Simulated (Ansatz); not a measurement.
# H6OSi2: the cost of one run

Method: the levels named in each step, in Ansatz 0.2.0.

## Step 1: The starting structure

Bond lengths: Si1–O2 1.617 Å, O2–Si3 1.617 Å, Si1–H4 1.461 Å, Si1–H5 1.462 Å, Si1–H6 1.462 Å, Si3–H7 1.462 Å, Si3–H8 1.461 Å, Si3–H9 1.462 Å. Angles: Si1–O2–Si3 172.2°, O2–Si1–H4 105.8°, O2–Si1–H5 107.2°, O2–Si1–H6 107.1°, H4–Si1–H5 112.4°, H4–Si1–H6 112.2°, H5–Si1–H6 111.7°, O2–Si3–H7 107.1°, O2–Si3–H8 105.8°, O2–Si3–H9 107.2°, H7–Si3–H8 112.4°, H7–Si3–H9 111.7°, H8–Si3–H9 112.2°.

Structure file:

```xyz
9

Si    1.5809   -0.3044    0.0994
O    -0.0029   -0.0360   -0.0816
Si   -1.5796    0.3206   -0.0617
H     2.0198   -0.9448   -1.1382
H     2.2179    0.9946    0.3096
H     1.7397   -1.1793    1.2597
H    -2.1714   -0.4059    1.0604
H    -2.1043   -0.1245   -1.3505
H    -1.6931    1.7679    0.1104
```

## Step 2: A rough first relaxation, PBE-D4/def2-SVP

File input.yaml:

```yaml
crystal:
  periodic: [false, false, false]
  atoms:
    - { symbol: Si, position_ang: [1.58087, -0.30437, 0.09941] }
    - { symbol: O, position_ang: [-0.00294, -0.03605, -0.08163] }
    - { symbol: Si, position_ang: [-1.57959, 0.32056, -0.06173] }
    - { symbol: H, position_ang: [2.01977, -0.94481, -1.13816] }
    - { symbol: H, position_ang: [2.21793, 0.99455, 0.30963] }
    - { symbol: H, position_ang: [1.7397, -1.17929, 1.25973] }
    - { symbol: H, position_ang: [-2.17139, -0.4059, 1.06045] }
    - { symbol: H, position_ang: [-2.10431, -0.12445, -1.35052] }
    - { symbol: H, position_ang: [-1.69307, 1.76793, 0.11035] }
basis:
  gaussian: { orbitals: def2-SVP }
hamiltonian:
  xc: pbe
  dispersion: d4
relax:
  f_tol: 0.03
  max_steps: 200
```

Started as:

```console
ansatz run input.yaml --threads 4 --pin off --max-ram 10240MiB --backend cpu --events-out ev --progress --plain --runs-dir out
```

**Question.** How long does this run take on 4 threads of Intel Xeon at 2.70GHz, shared host, and how much memory does it need?

About 9.8 s, with a peak of 0.16 GiB.
